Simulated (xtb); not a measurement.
xtb input:

```bash
xtb mol.xyz --gfn 1 --sp --chrg -1 --uhf 0
```
mol.xyz:
```
1

Cl     0.00000000     0.00000000     0.00000000
```

Problem. What final total energy does it print?

Solution. -4.52795 Eh (GFN1-xTB).
